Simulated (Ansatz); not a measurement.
A calculation with Ansatz (development build ahead of 0.2.0).

```yaml
crystal:
  periodic: [false, false, false]
  atoms:
    - { symbol: O, position_ang: [0.0, 0.0, -1.54755] }
    - { symbol: C, position_ang: [0.0, 0.0, -0.48362] }
    - { symbol: S, position_ang: [0.0, 0.0, 0.95513] }
basis:
  gaussian: { orbitals: STO-3G }
hamiltonian:
  xc: hf
```

The input is written out in the form of the current development build from the run's settings.

The run gave:

```
Converged                       : yes
Total energy                    : -504.34783 hartree
Spin squared of the determinant : 0.000
```

Caution: no unrestricted run beside it, a lower state can exist.
